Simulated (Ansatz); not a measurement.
**AlH₅SSi: basis-set convergence**

One table from this session's results is given with a row withheld; the runs are named, their logs left out.

Computed with Ansatz 0.2.0, Gaussian basis. Level: one geometry, several basis sets.

The runs, in order: PBE0-D4/def2-SVP; ωB97M-V/def2-SVP; PBE0-D4/def2-QZVPP; ωB97M-V/def2-QZVPP; the functionals' def2-TZVPP values are taken from earlier runs.

1 further run of the same task is left out (it didn't finish).

## Structure used throughout

All runs share one geometry, relaxed beforehand with PBE0-D4 in a triple-zeta def2 set.

SMILES `[SiH3][AlH][SH]`, 8 atoms, charge 0, spin multiplicity 1.

Atoms are counted from 1 here; the program's logs count them from 0.

Bond lengths: Si1–Al2 2.447 Å, Si1–H4 1.489 Å, Si1–H5 1.491 Å, Si1–H6 1.491 Å, Al2–S3 2.185 Å, Al2–H7 1.585 Å, S3–H8 1.344 Å. Angles: Al2–Si1–H4 111.9°, Al2–Si1–H5 110.7°, Al2–Si1–H6 110.9°, H4–Si1–H5 108.0°, H4–Si1–H6 108.0°, H5–Si1–H6 107.2°, Si1–Al2–S3 116.7°, Si1–Al2–H7 125.6°, S3–Al2–H7 117.7°, Al2–S3–H8 94.3°.

Geometry (Å):

```xyz
8

Si   -0.98650    1.18478   -0.12775
Al    0.86080   -0.41872   -0.06302
S     0.37470   -2.44910    0.58167
H    -2.26109    0.58383    0.35302
H    -1.20667    1.67859   -1.51745
H    -0.68852    2.37384    0.72100
H     2.36615   -0.10852   -0.45028
H     1.63323   -2.90170    0.44689
```

The first run:

in.yaml reads:

```yaml
crystal:
  periodic: [false, false, false]
  atoms:
    - {symbol: Si, position_ang: [-0.986498, 1.184784, -0.127749]}
    - {symbol: Al, position_ang: [0.860799, -0.418721, -0.063015]}
    - {symbol: S, position_ang: [0.374700, -2.449101, 0.581674]}
    - {symbol: H, position_ang: [-2.261088, 0.583826, 0.353021]}
    - {symbol: H, position_ang: [-1.206670, 1.678588, -1.517446]}
    - {symbol: H, position_ang: [-0.688524, 2.373842, 0.721001]}
    - {symbol: H, position_ang: [2.366153, -0.108521, -0.450278]}
    - {symbol: H, position_ang: [1.633230, -2.901697, 0.446892]}
basis:
  gaussian: {orbitals: def2-SVP}
hamiltonian: {xc: pbe0, dispersion: d4}
output: {orbitals: {seedname: orbitals}}
```

Run with:

```bash
$ ansatz run in.yaml --threads 2 --pin off --events-out ev --progress --plain --max-ram 4352MiB
```

Among the steps run: PBE0-D4 in def2-SVP; ωB97M-V in def2-SVP; PBE0-D4 in def2-QZVPP; ωB97M-V in def2-QZVPP.

One of the session's tables, all rows but one given; the rest of the session is left out.

It belongs to the step «Density functionals: the series». 

| functional | basis | HOMO (eV) | LUMO (eV) |
| --- | --- | --- | --- |
| PBE0-D4 | def2-SVP | -7.81 | -1.73 |
| PBE0-D4 | def2-TZVPP | ? | ? |
| PBE0-D4 | def2-QZVPP | -7.82 | -1.80 |
| ωB97M-V | def2-SVP | -9.78 | 0.01 |
| ωB97M-V | def2-TZVPP | -9.80 | -0.10 |
| ωB97M-V | def2-QZVPP | -9.81 | -0.20 |

**Question.** Estimate the row for PBE0-D4, def2-TZVPP.

As computed: HOMO (eV): -7.81; LUMO (eV): -1.78.
